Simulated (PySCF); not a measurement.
PySCF input (CCSD(T)/cc-pVDZ):

```python
from pyscf import gto, scf, mp, cc as ccmod

mol = gto.M(
    atom='''
    Si    0.04390558   -0.06769682   -0.01869154
    H    -0.15716933    1.17845905   -0.86390070
    H    -0.74566751    0.21360056    1.24825763
    H     1.45766956    0.44463684    0.60925713
    H    -1.16951085   -0.88894093   -0.73193245
    ''',
    basis='cc-pvdz',
    charge=-1,
    spin=1,
    verbose=4,
)

mf = scf.UHF(mol)
mf.conv_tol = 1e-10
mf.max_cycle = 100
mf.kernel()
mo, _, stable, _ = mf.stability(return_status=True)
if not stable:
    mf.kernel(mf.make_rdm1(mo, mf.mo_occ))
mp2 = mp.MP2(mf, frozen=5).run()
cc = ccmod.CCSD(mf, frozen=5)
cc.max_cycle = 100
cc.kernel()
et = cc.ccsd_t()
print(f'E(CCSD(T)) = {cc.e_tot + et:.9f}')
```

End of the output:

```
Extra cycle  E= -291.152337462268  delta_E= -3.01e-12  |g|= 6.82e-07  |ddm|= 6.24e-06
converged SCF energy = -291.152337462268  <S^2> = 0.76643277  2S+1 = 2.0163658
uhf_internal: lowest eigs of H = [0.22515055 0.34121476 0.36640313]
<class 'pyscf.scf.uhf.UHF'> wavefunction is stable in the internal stability analysis

******** <class 'pyscf.mp.ump2.UMP2'> ********
nocc = (np.int64(5), np.int64(4)), nmo = (33, 33)
frozen orbitals 5
E(UMP2) = -291.279244710018  E_corr = -0.126907247749345
E(SCS-UMP2) = -291.290325259636  E_corr = -0.137987797367621
E_corr(same-spin) = -0.0165010383826066
E_corr(oppo-spin) = -0.110406209366738

******** <class 'pyscf.cc.uccsd.UCCSD'> ********
CC2 = 0
CCSD nocc = (np.int64(5), np.int64(4)), nmo = (33, 33)
frozen orbitals 5
max_cycle = 100
direct = 0
conv_tol = 1e-07
conv_tol_normt = 1e-06
diis_space = 6
diis_start_cycle = 0
diis_start_energy_diff = 1e+09
Init t2, MP2 energy = -0.126907248150565
Init E_corr(UCCSD) = -0.126907248151258
cycle = 1  E_corr(UCCSD) = -0.151040780611225  dE = -0.0241335325  norm(t1,t2) = 0.0608268
cycle = 2  E_corr(UCCSD) = -0.157112805246771  dE = -0.00607202464  norm(t1,t2) = 0.0227597
cycle = 3  E_corr(UCCSD) = -0.160332502061685  dE = -0.00321969681  norm(t1,t2) = 0.011256
cycle = 4  E_corr(UCCSD) = -0.160159038065318  dE = 0.000173463996  norm(t1,t2) = 0.00342605
cycle = 5  E_corr(UCCSD) = -0.160163866377307  dE = -4.82831199e-06  norm(t1,t2) = 0.00108891
cycle = 6  E_corr(UCCSD) = -0.160177953183204  dE = -1.40868059e-05  norm(t1,t2) = 0.000380232
cycle = 7  E_corr(UCCSD) = -0.160176996278328  dE = 9.56904876e-07  norm(t1,t2) = 0.000151269
cycle = 8  E_corr(UCCSD) = -0.160177138764392  dE = -1.42486063e-07  norm(t1,t2) = 4.78106e-05
cycle = 9  E_corr(UCCSD) = -0.160177106748369  dE = 3.20160221e-08  norm(t1,t2) = 2.14153e-05
cycle = 10  E_corr(UCCSD) = -0.16017694174122  dE = 1.6500715e-07  norm(t1,t2) = 6.50646e-06
cycle = 11  E_corr(UCCSD) = -0.160176984317071  dE = -4.25758512e-08  norm(t1,t2) = 2.46747e-06
cycle = 12  E_corr(UCCSD) = -0.160177034052171  dE = -4.97351e-08  norm(t1,t2) = 8.93305e-07
UCCSD converged
E(UCCSD) = -291.3125144963206  E_corr = -0.1601770340521708
UCCSD(T) correction = -0.0031521855170285
E(CCSD(T)) = -291.315666682
```
